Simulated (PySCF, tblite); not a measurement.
# CH6SSi: changes of charge, part 2 of 2

tblite 0.8.0 and PySCF 2.14.0. Atoms count from 0.

## (12) Optimising the geometry at PBE0-D3(BJ)/def2-SVP

This step treats CH₆SSi+ (doublet), labelled `C[S+][SiH3]` (the label fixes atoms and charge, not where charge and spin sit).

What the job is given:

```
{"job": {"xc": "PBE0", "basis": "def2-SVP", "d3": "d3bj", "grid": 1, "kind": "geom"}, "charge": 1, "multiplicity": 2}
C      1.531138    -0.247517     0.126595
S      0.211488    -0.657495    -1.003653
Si    -1.616391     0.266072    -0.047991
H      2.335295     0.228791    -0.480429
H      1.212805     0.400354     0.961530
H      1.941062    -1.216015     0.498268
H     -1.675964    -0.478719     1.238097
H     -2.683647    -0.024179    -1.030393
H     -1.201670     1.686405     0.093526
```

What it wrote:

```text
step   0  E = -728.52786738  max force = 0.005195
step   1  E = -728.52714885  max force = 0.012106
step   2  E = -728.52800138  max force = 0.001459
step   3  E = -728.52802097  max force = 0.000388
step   4  E = -728.52802493  max force = 0.000227
optimisation converged
```

Wall time 13 s (1 thread of Intel Xeon Platinum 8488C, shared host); peak memory 0.5 GiB.

Relaxation path: (the energy doesn't fall at every step)

| step | energy from step 0 (eV) | largest force component (eV/Å) |
| --- | --- | --- |
| 0 | 0.0000 | 0.2671 |
| 1 | 0.0196 | 0.6225 |
| 2 | -0.0036 | 0.0750 |
| 3 | -0.0042 | 0.0200 |
| 4 | -0.0043 | 0.0117 |

Close pairs (by a distance rule), those that changed most:

| bond | before (Å) | after (Å) | change (Å) |
| --- | --- | --- | --- |
| C0–H5 | 1.115 | 1.104 | -0.011 |
| C0–H3 | 1.114 | 1.106 | -0.009 |
| C0–H4 | 1.104 | 1.097 | -0.007 |
| S1–Si2 | 2.260 | 2.259 | -0.001 |
| Si2–H6 | 1.487 | 1.486 | -0.001 |
| Si2–H7 | 1.479 | 1.479 | -0.001 |
| Si2–H8 | 1.486 | 1.487 | +0.000 |
| C0–S1 | 1.785 | 1.785 | -0.000 |

The next job starts from the end point, and lists it.

| at the end point | value |
| --- | --- |
| rotational constants (GHz, main isotopes) | 14.773, 3.813, 3.213 |
| ⟨S²⟩ | 0.754 |

## (13) Harmonic vibrations (CH₆SSi+ (doublet), C[S+][SiH3]): PBE0-D3(BJ)/def2-SVP

What the job is given:

```
{"job": {"xc": "PBE0", "basis": "def2-SVP", "d3": "d3bj", "grid": 2, "kind": "hessian"}, "charge": 1, "multiplicity": 2}
C      1.531259    -0.240725     0.118719
S      0.211042    -0.650692    -1.010622
Si    -1.617690     0.246484    -0.034727
H      2.242870     0.391142    -0.444147
H      1.193304     0.264254     1.032174
H      2.057491    -1.183806     0.349897
H     -1.631173    -0.458066     1.273973
H     -2.701907    -0.090266    -0.982241
H     -1.231024     1.679347     0.052724
```

What it wrote:

```text
coarse grid: 8056 points
cycle   1  E = -728.4298602895  dE =  2.126e-01  |g| = 1.718e-01  |ddm| = 1.941e+00
cycle   2  E = -728.4388224171  dE = -8.962e-03  |g| = 1.363e-01  |ddm| = 4.573e-01
cycle   3  E = -728.4505460337  dE = -1.172e-02  |g| = 3.308e-02  |ddm| = 2.041e-01
cycle   4  E = -728.4511856733  dE = -6.396e-04  |g| = 1.141e-02  |ddm| = 4.565e-02
cycle   5  E = -728.4512819925  dE = -9.632e-05  |g| = 2.500e-03  |ddm| = 1.480e-02
cycle   6  E = -728.4512889013  dE = -6.909e-06  |g| = 1.064e-03  |ddm| = 4.896e-03
final grid: 67112 points
cycle   7  E = -728.5279916155  dE = -7.798e-06  |g| = 3.963e-03  |ddm| = 1.342e-02
cycle   8  E = -728.5279869612  dE =  4.654e-06  |g| = 4.903e-03  |ddm| = 9.608e-03
cycle   9  E = -728.5280007732  dE = -1.381e-05  |g| = 2.908e-04  |ddm| = 5.357e-03
cycle  10  E = -728.5280008331  dE = -5.990e-08  |g| = 9.448e-05  |ddm| = 4.407e-04
cycle  11  E = -728.5280008437  dE = -1.065e-08  |g| = 3.798e-05  |ddm| = 1.915e-04
cycle  12  E = -728.5280008455  dE = -1.747e-09  |g| = 7.864e-06  |ddm| = 9.257e-05
cycle  13  E = -728.5280008456  dE = -9.027e-11  |g| = 2.514e-06  |ddm| = 2.058e-05
converged SCF energy = -728.5280008456

mode    cm-1
  1     -65.8
  2      89.7
  3     177.4
  4     396.9
  5     496.9
  6     589.3
  7     723.4
  8     842.5
  9     854.6
 10     891.1
 11     894.1
 12     979.2
 13    1297.4
 14    1374.0
 15    1408.8
 16    2255.2
 17    2284.2
 18    2333.5
 19    3029.5
 20    3124.5
 21    3210.7
ZPE 163.402  H(298)-E 181.907  G(298)-E 85.133 kJ/mol  S 324.58 J/(mol K)
```

Run time: 2.1 min. Hardware: 1 thread of Intel Xeon Platinum 8488C, shared host; peak memory 1.4 GiB.

Zero-point energy 163.40 kJ/mol (xTB gave 157.40). The log holds an imaginary mode, so this geometry is no minimum and the value is not that of one.

## (14) Single point (CH₆SSi): wB97X-D3(BJ)/ma-def2-TZVP

Geometry: PBE0-D3(BJ)/def2-SVP, that of another charge or spin state.

The job, as its differences from that of step 13:

```diff
@@ -1,2 +1,2 @@
-{"job": {"xc": "PBE0", "basis": "def2-SVP", "d3": "d3bj", "grid": 2, "kind": "hessian"}, "charge": 1, "multiplicity": 2}
+{"job": {"kind": "sp", "xc": "wB97X", "basis": "ma-def2-TZVP", "d3": "d3bj", "grid": 2}, "charge": 0, "multiplicity": 1}
 C      1.531259    -0.240725     0.118719
```

What it wrote:

```text
coarse grid: 8056 points
cycle   1  E = -729.4765769697  dE = -1.093e-01  |g| = 2.941e-01  |ddm| = 1.992e+00
cycle   2  E = -729.4994156601  dE = -2.284e-02  |g| = 1.963e-01  |ddm| = 4.792e-01
cycle   3  E = -729.5087110740  dE = -9.295e-03  |g| = 2.907e-02  |ddm| = 1.808e-01
cycle   4  E = -729.5089816717  dE = -2.706e-04  |g| = 8.689e-03  |ddm| = 3.777e-02
cycle   5  E = -729.5090161606  dE = -3.449e-05  |g| = 3.146e-03  |ddm| = 1.628e-02
cycle   6  E = -729.5090196526  dE = -3.492e-06  |g| = 1.014e-03  |ddm| = 4.087e-03
final grid: 67112 points
cycle   7  E = -729.5094430442  dE = -1.599e-05  |g| = 2.663e-03  |ddm| = 1.498e-02
cycle   8  E = -729.5094437597  dE = -7.154e-07  |g| = 2.084e-03  |ddm| = 2.883e-03
cycle   9  E = -729.5094446984  dE = -9.387e-07  |g| = 1.483e-04  |ddm| = 1.244e-03
cycle  10  E = -729.5094447096  dE = -1.123e-08  |g| = 6.855e-05  |ddm| = 2.934e-04
cycle  11  E = -729.5094447114  dE = -1.759e-09  |g| = 1.867e-05  |ddm| = 1.037e-04
converged SCF energy = -729.5094447114
```

Run time: 4.2 s. Hardware: 1 thread of Intel Xeon Platinum 8488C, shared host; peak memory 0.62 GiB.

## (15) Single point (CH₆SSi+ (doublet), C[S+][SiH3]): wB97X-D3(BJ)/ma-def2-TZVP

Geometry: PBE0-D3(BJ)/def2-SVP.

The job, as its differences from that of step 14:

```diff
@@ -1,2 +1,2 @@
-{"job": {"kind": "sp", "xc": "wB97X", "basis": "ma-def2-TZVP", "d3": "d3bj", "grid": 2}, "charge": 0, "multiplicity": 1}
+{"job": {"kind": "sp", "xc": "wB97X", "basis": "ma-def2-TZVP", "d3": "d3bj", "grid": 2}, "charge": 1, "multiplicity": 2}
 C      1.531259    -0.240725     0.118719
```

What it wrote:

```text
final grid: 67112 points
cycle   1  E = -729.1753022344  dE = -3.763e-02  |g| = 1.732e-01  |ddm| = 4.667e-01
cycle   2  E = -729.1846841790  dE = -9.382e-03  |g| = 1.123e-01  |ddm| = 2.612e-01
cycle   3  E = -729.1894984316  dE = -4.814e-03  |g| = 9.249e-03  |ddm| = 9.190e-02
cycle   4  E = -729.1896213016  dE = -1.229e-04  |g| = 4.775e-03  |ddm| = 1.310e-02
cycle   5  E = -729.1896677362  dE = -4.643e-05  |g| = 1.924e-03  |ddm| = 8.840e-03
cycle   6  E = -729.1896761246  dE = -8.388e-06  |g| = 6.546e-04  |ddm| = 3.404e-03
cycle   7  E = -729.1896772741  dE = -1.149e-06  |g| = 2.287e-04  |ddm| = 1.418e-03
cycle   8  E = -729.1896773794  dE = -1.053e-07  |g| = 6.965e-05  |ddm| = 4.760e-04
cycle   9  E = -729.1896773899  dE = -1.053e-08  |g| = 2.121e-05  |ddm| = 1.738e-04
cycle  10  E = -729.1896773911  dE = -1.186e-09  |g| = 7.185e-06  |ddm| = 6.278e-05
converged SCF energy = -729.1896773911
```

It took 7.9 s on 1 thread of Intel Xeon Platinum 8488C, shared host; peak memory 0.62 GiB.

## (16) Single point (CH₆SSi): wB97X-D3(BJ)/ma-def2-TZVP in dimethylsulfoxide

Geometry: PBE0-D3(BJ)/def2-SVP.

What the job is given:

```
{"job": {"kind": "sp", "xc": "wB97X", "basis": "ma-def2-TZVP", "d3": "d3bj", "grid": 2, "solvent": "dimethylsulfoxide"}, "charge": 0, "multiplicity": 1}
C      1.533826    -0.140067     0.092221
S      0.269968    -0.319701    -1.208580
Si    -1.486367     0.123991    -0.073034
H      2.500385    -0.373484    -0.373765
H      1.569075     0.888229     0.479359
H      1.363274    -0.844057     0.919218
H     -1.643238    -0.820657     1.076383
H     -2.631600    -0.019691    -1.016336
H     -1.446747     1.515194     0.475784
```

What it wrote:

```text
final grid: 67112 points
cycle   1  E = -729.5261763545  dE = -4.577e-04  |g| = 1.066e-02  |ddm| = 6.992e-02
cycle   2  E = -729.5262333387  dE = -5.698e-05  |g| = 5.900e-03  |ddm| = 3.060e-02
cycle   3  E = -729.5262444648  dE = -1.113e-05  |g| = 2.048e-03  |ddm| = 8.677e-03
cycle   4  E = -729.5262477084  dE = -3.244e-06  |g| = 5.444e-04  |ddm| = 7.881e-03
cycle   5  E = -729.5262479075  dE = -1.991e-07  |g| = 1.866e-04  |ddm| = 1.846e-03
cycle   6  E = -729.5262479207  dE = -1.322e-08  |g| = 3.927e-05  |ddm| = 2.779e-04
cycle   7  E = -729.5262479220  dE = -1.302e-09  |g| = 7.702e-06  |ddm| = 1.365e-04
converged SCF energy = -729.5262479220
```

Wall time 4.2 s (1 thread of Intel Xeon Platinum 8488C, shared host); peak memory 0.63 GiB.

## (17) Single point (CH6SSi+ (doublet), C[S+][SiH3]): wB97X-D3(BJ)/ma-def2-TZVP in dimethylsulfoxide

Geometry: PBE0-D3(BJ)/def2-SVP.

What the job is given:

```
{"job": {"kind": "sp", "xc": "wB97X", "basis": "ma-def2-TZVP", "d3": "d3bj", "grid": 2, "solvent": "dimethylsulfoxide"}, "charge": 1, "multiplicity": 2}
C      1.531259    -0.240725     0.118719
S      0.211042    -0.650692    -1.010622
Si    -1.617690     0.246484    -0.034727
H      2.242870     0.391142    -0.444147
H      1.193304     0.264254     1.032174
H      2.057491    -1.183806     0.349897
H     -1.631173    -0.458066     1.273973
H     -2.701907    -0.090266    -0.982241
H     -1.231024     1.679347     0.052724
```

What it wrote:

```text
final grid: 67112 points
cycle   1  E = -729.2792920730  dE = -4.871e-04  |g| = 7.676e-03  |ddm| = 5.941e-02
cycle   2  E = -729.2793390613  dE = -4.699e-05  |g| = 3.287e-03  |ddm| = 1.831e-02
cycle   3  E = -729.2793469512  dE = -7.890e-06  |g| = 1.078e-03  |ddm| = 4.147e-03
cycle   4  E = -729.2793488828  dE = -1.932e-06  |g| = 3.962e-04  |ddm| = 3.156e-03
cycle   5  E = -729.2793491057  dE = -2.230e-07  |g| = 1.454e-04  |ddm| = 7.276e-04
cycle   6  E = -729.2793491540  dE = -4.829e-08  |g| = 6.015e-05  |ddm| = 3.007e-04
cycle   7  E = -729.2793491656  dE = -1.160e-08  |g| = 1.969e-05  |ddm| = 1.660e-04
cycle   8  E = -729.2793491669  dE = -1.272e-09  |g| = 6.642e-06  |ddm| = 5.796e-05
converged SCF energy = -729.2793491669
```

Run time: 7 s. Hardware: 1 thread of Intel Xeon Platinum 8488C, shared host; peak memory 0.62 GiB.

## (18) Changes of charge: wB97X-D3(BJ)/ma-def2-TZVP

This step combines the energies above: geometries from PBE0-D3(BJ)/def2-SVP, zero-point and thermal terms from PBE0-D3(BJ)/def2-SVP.

What the job is given:

```
{"job": {"kind": "rx", "dirs": [1], "geom": {"xc": "PBE0", "basis": "def2-SVP", "d3": "d3bj", "grid": 1}, "hess": 1, "level": {"xc": "wB97X", "basis": "ma-def2-TZVP", "d3": "d3bj", "solvents": ["dimethylsulfoxide"]}}, "charge": 0, "multiplicity": 1}
C      1.533826    -0.140067     0.092221
S      0.269968    -0.319701    -1.208580
Si    -1.486367     0.123991    -0.073034
H      2.500385    -0.373484    -0.373765
H      1.569075     0.888229     0.479359
H      1.363274    -0.844057     0.919218
H     -1.643238    -0.820657     1.076383
H     -2.631600    -0.019691    -1.016336
H     -1.446747     1.515194     0.475784
```

Output (the driver's rows laid out field by field):

```text
ionisation and electron attachment, wB97X-D3(BJ)/ma-def2-TZVP // PBE0-D3(BJ)/def2-SVP

row 1
  change                  oxidation
  charge                  1
  multiplicity            2
  vertical_ev             9.2885
  vertical_s2             0.755
  formula                 CH6SSi
  smiles                  C[S+][SiH3]
  kept                    yes
  pieces                  1
  point_group             C1
  faults                  imaginary_mode
  adiabatic_electronic_ev 9.0625
  adiabatic_ev            9.018
  free_energy_ev          8.9883
  s2                      0.755
  bonds_moved             1 2 2.138 2.259; 0 1 1.823 1.785; 2 7 1.491 1.479; 2 6 1.496 1.486
  spin_on                 1 S 0.936
  charge_moved            1 S 0.59
  vertical_back_ev        8.7013
  relaxation_parent_ev    0.3611
  relaxation_ion_ev       0.2261
  reorganisation_ev       0.5872
  solution                solvent dimethylsulfoxide, absolute_potential_v 6.6443, solvation_parent_kj -9.27, solvation_ion_kj -235.43
```

Wall time 6.3 min (1 thread of Intel Xeon Platinum 8488C, shared host); peak memory 0.62 GiB.

Energy taken up on oxidation, or given off on reduction (eV; adiabatic with zero-point energy):

| change | product | vertical | adiabatic | free energy | reorganisation | ⟨S²⟩ |
| --- | --- | --- | --- | --- | --- | --- |
| oxidation (multiplicity 2) | C[S+][SiH3] | 9.29 | 9.02 | 8.99 | 0.59 | 0.76 |

On oxidation to multiplicity 2 charge changes most on S1 (+0.59 e); the spin sits on S1 (0.94); the bond S1–Si2 goes from 2.138 to 2.259 Å; the absolute potential is 6.64 V in dimethylsulfoxide.

The driver flags rows whose values are rough: an imaginary mode (oxidation).

## (19) What came out

What follows sums up all 2 parts.

| quantity | value |
| --- | --- |
| strongest single infrared mode (GFN2-xTB) | 768 cm⁻¹, 439 km/mol |
| zero-point energy (GFN2-xTB) | 39.0 kcal/mol |
| point group | Cs |
| rotational constants (main isotopes) | 13.95, 4.20, 3.43 GHz |
| ionisation energy (wB97X-D3(BJ)/ma-def2-TZVP) | vertical 9.29 eV, adiabatic 9.02 eV |

**Reading.** No mode is imaginary among the 21: a minimum at this level. The strongest single mode, at 768 cm⁻¹, has its largest shares on H7, H8 and H6 (the list is cut at 3 atoms). Unscaled tight-binding wavenumbers are off by several per cent, some by more. Its intensities can rank the bands wrongly. The optimisation took 3 steps and gained 0.084 eV; among the close pairs (by a distance rule), Si2–H7 changed most, from 1.450 to 1.491 Å (PBE0/def2-SVP). At wB97X-D3(BJ)/ma-def2-TZVP, relaxation with the zero-point term after oxidation moves the energy taken up from 9.29 eV (vertical) to 9.02 eV (adiabatic, with zero-point energy). The driver flags rows whose values are rough: an imaginary mode (oxidation).
